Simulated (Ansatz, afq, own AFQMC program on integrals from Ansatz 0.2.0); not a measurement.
**CHSi, quartet: a scan with AFQMC**

```yaml
atoms:
  - { symbol: Si, position_ang: [0.0000, 0.0326, 0.6172] }
  - { symbol: C, position_ang: [0.0000, -0.1270, -1.2686] }
  - { symbol: H, position_ang: [0.0000, 0.6065, -2.0825] }
```

The Si1–C2 distance is changed with both sides rigid. Energies in kJ/mol count from this geometry (1.893 Å) at the same level; the start stands on UHF, each point on the determinant named.

Basis cc-pVDZ. Noble-gas cores (and the filled d shells of Ga–Kr and In–Xe) are frozen. Ansatz 0.2.0 and our own AFQMC program on the same integrals; the CISD trial comes from CCSD amplitudes, and released means the phaseless constraint is let go. Error bars are statistical, one sigma.

Cautions, each for one point or more: (Q) is large, so the cluster series hasn't closed; a spin-contaminated unrestricted determinant lies lower; an unrestricted solution with more broken spin lies lower; higher spins were not checked; lower spins were not checked; raised T1 diagnostic; released walk and highest rung disagree; strong correlation; the ph-AFQMC/CISD walk drifts between its halves; unrestricted determinant spin contaminated.

```csv
r(Si1–C2) / Å,det.,T1,weight,⟨S²⟩,PBE,CCSD,CCSD(T)
1.485,UHF,0.060,0.84,3.88,281.8,305.1,304.1
2.316,UHF,0.040,0.86,3.80,61.2,70.9,67.6
3.044,UHF¶,0.066,0.78,3.79,228.6,258.3,244.8
4.116,ROHF,0.019,0.88,pure,334.2,275.6,280.9
6.547,UHF†,0.010,0.88,3.77,356.7,281.3,287.1
```

Task: Estimate the curve of CCSDT(Q), counted from the same start.

Result: 
```csv
r(Si1–C2) / Å,det.,T1,weight,⟨S²⟩,CCSDT(Q),ph-AFQMC/CISD
1.485,UHF,0.060,0.84,3.88,303.6,306.9 ± 1.1
2.316,UHF,0.040,0.86,3.80,65.0,66.7 ± 1.5
3.044,UHF¶,0.066,0.78,3.79,226.4,245.1 ± 2.1
4.116,ROHF,0.019,0.88,pure,282.3,285.0 ± 1.0
6.547,UHF†,0.010,0.88,3.77,288.8,291.1 ± 1.1
```

Weight is that of the determinant in the CISD state; at the start T1 is 0.029 and the weight 0.88, and ⟨S²⟩ is 3.78. ¶ marks points with a poor determinant and no full CI, where no value is sure; they don't count among the departures. A dagger marks points whose determinant fills other symmetries than the start's, so the wave-function levels may follow another state there, or a degenerate partner. Symmetry can't show for every point that it stays on the start's state. Largest departures from CCSDT(Q), at the points where its series has closed: CCSD(T) 2.5 kJ/mol at 2.316 (on UHF), ph-AFQMC/CISD 3.3 kJ/mol at 1.485 (on UHF), PBE 51.8 kJ/mol at 4.116, CCSD -7.5 kJ/mol at 6.547 (on UHF). Functionals count only at points shown to share the start's state and spin. In this small basis the wave-function levels are far from their limit, so their gap to the functionals isn't the functionals' error.

A walk keeps the symmetry of its determinant, which the program's search chose and which needn't be the lowest solution, so a lower state of the same spin and another symmetry isn't excluded.
